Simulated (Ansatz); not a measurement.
A (111) slab of Ag (Fm-3m (No. 225)), 5 planes, outer planes Ag (top) and Ag (bottom), with 5 atoms (Ag5) in a surface cell of A = 7.449 Å², as cut from the bulk:

```xyz
5
Lattice="2.9327 0.0000 0.0000 -1.4664 2.5398 0.0000 0.0000 0.0000 24.5782" Properties=species:S:1:pos:R:3 pbc="T T T"
Ag    1.4664    0.8466    7.5000
Ag    0.0000    1.6932    9.8946
Ag    0.0000    0.0000   12.2891
Ag    1.4664    0.8466   14.6837
Ag    0.0000    1.6932   17.0782
```

Computed with DFT PBE, scalar-relativistic, plane waves, PAW in Ansatz. Cutoff 420 eV; k points 12×12×1 on the computed 5-atom cell (Γ-centred); Gaussian smearing, width 0.10 eV; no spin polarisation.

Against the same 5 atoms in the bulk, the slab as cut lies 0.715 eV higher and the relaxed slab 0.713 eV higher.

(1) Work out the surface energy before and after relaxation.

(2) A cut through this plane breaks about 3 nearest-neighbour bonds a surface cell. What does each broken bond cost, before relaxation?

(3) What is the ideal work of this cut, per area?

## Answers

(1) The slab has two faces, so γ = (E_slab − N·E_bulk)/(2A), the mean of both. As cut: 0.715/(2 × 7.449) = 0.0480 eV/Å², and 1 eV/Å² = 16.02 J/m², so γ = 0.77 J/m². Relaxed: 0.713/(2 × 7.449) = 0.0479 eV/Å² = 0.77 J/m². Relaxation recovers 0.3 % of the cost of cutting.

(2) One cut makes two faces and costs 2γA = 0.715 eV, shared by 3 bonds: 0.24 eV a bond. In a metal this is less than the cohesive energy a bond, since the bonds that remain at the surface strengthen.

(3) Griffith's ideal work is 2γ: 1.54 J/m² if the new faces stay rigid, 1.53 J/m² if they relax. One thickness was run, 5 planes, so γ can still shift with it.